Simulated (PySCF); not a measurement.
Species: C3H8N2.
Z-matrix (Å and degrees, PBE0-D3(BJ)/def2-SVP geometry), rows numbered from 1:
```
C 
C   1  1.4961
C   2  1.5030  1  118.93
N   2  1.2809  1  118.10  3   178.73
N   4  1.3528  2  118.98  1  -176.85
H   1  1.1038  2  111.19  3   -59.18
H   1  1.1036  2  111.38  3    59.75
H   1  1.0977  2  109.70  3  -179.59
H   3  1.0977  2  111.76  1    -2.69
H   3  1.1042  2  110.73  1   118.21
H   3  1.1059  2  111.69  1  -122.96
H   5  1.0213  4  116.77  2   -30.45
H   5  1.0131  4  110.86  2  -159.90
```

Method: PBE0-D3(BJ)/def2-SVP geometry optimisation, gas phase in PySCF 2.14.0.

Take the most abundant isotopes and a rigid rotor. The values belong to one conformer with, in the numbering `[CH3:1][C:2]([CH3:3])=[N:4][NH2:5]`, C2–N4–N5–H -30° and -160°.

Q: Give the principal moments of inertia and the rotational constants in GHz.

A: Ia = 59.45, Ib = 123.31, Ic = 175.91 u·Å²; 505379 MHz·u·Å²/I gives 8501, 4099 and 2873 MHz, that is A = 8.5011, B = 4.0985, C = 2.8730 GHz.

Q: Classify the top.

A: An asymmetric top; Ray's κ = -0.564.

Q: What does the inertial defect say?

A: Not planar: Δ = Ic − Ia − Ib = -6.85 u·Å². For a rigid frame Δ = −2 Σ m c², so Σ m c² = 3.42 u·Å² lies off the ab plane: 3.38 from hydrogen and 0.04 from heavier atoms. The atom farthest from that plane is 0.91 Å away.

Q: Give the other two planar moments, Paa and Pbb, and the rms extents of the mass along the axes.

A: Paa = Σ m a² = (Ib + Ic − Ia)/2 = 119.88 and Pbb = Σ m b² = (Ia + Ic − Ib)/2 = 56.02 u·Å². With the mass M = 72.07 u, the rms extents √(P/M) along a, b and c are 1.29, 0.88, 0.22 Å.

Q: List the rotational levels J(Ka,Kc) to J = 2 (K).

A: Above 0(0,0), as E/k:
J = 1: 1(0,1) 0.335, 1(1,1) 0.546, 1(1,0) 0.605
J = 2: 2(0,2) 0.993, 2(1,2) 1.156, 2(1,1) 1.333, 2(2,1) 1.967, 2(2,0) 1.977

Q: Predict some low-J microwave lines.

A: The dipole components are |μa| = 0.33 D, |μb| = 1.68 D, |μc| = 1.03 D. Intensities carry the squares of the components, which stand as 0.04 : 1.00 : 0.37 (a : b : c). Some of the stronger lines:

| type | branch | J(Ka,Kc) | MHz | lower level (cm⁻¹) |
| --- | --- | --- | --- | --- |
| b | Q | 2(1,1) ← 2(0,2) | 7076 | 0.690 |
| c | Q | 4(2,3) ← 4(1,3) | 9426 | 2.674 |
| b | Q | 4(2,2) ← 4(1,3) | 12377 | 2.674 |
| b | Q | 2(2,0) ← 2(1,1) | 13430 | 0.926 |
| b | R | 4(1,3) ← 3(2,2) | 18285 | 2.064 |
| b | Q | 3(2,2) ← 3(1,3) | 18851 | 1.436 |
| c | Q | 4(3,2) ← 4(2,2) | 22807 | 3.087 |
| c | R | 2(2,1) ← 1(1,1) | 29602 | 0.379 |
| b | R | 5(1,5) ← 4(0,4) | 32384 | 2.227 |
| c | R | 3(2,2) ← 2(1,2) | 37799 | 0.804 |
| b | R | 3(2,1) ← 2(1,2) | 38865 | 0.804 |
| b | R | 3(3,0) ← 2(2,1) | 46145 | 1.367 |
| c | R | 4(2,3) ← 3(1,3) | 46563 | 1.436 |
| c | R | 4(3,2) ← 3(2,2) | 53469 | 2.064 |
| c | R | 5(3,3) ← 4(2,3) | 61148 | 2.989 |
| b | R | 5(3,2) ← 4(2,3) | 61826 | 2.989 |
| c | R | 4(4,0) ← 3(3,0) | 63016 | 2.906 |
| b | R | 5(4,2) ← 4(3,1) | 69949 | 3.854 |
| c | R | 5(4,2) ← 4(3,2) | 70126 | 3.848 |
| b | R | 5(5,1) ← 4(4,0) | 80031 | 5.008 |

PBE0-D3(BJ)/def2-SVP frequencies: not computed here. Constants of a rigid frame at the computed geometry: no zero-point averaging, no centrifugal distortion. A rigid rotor knows nothing of inversion at nitrogen or internal rotation, which can split or shift real lines. Quadrupole hyperfine structure (14N) is left out.
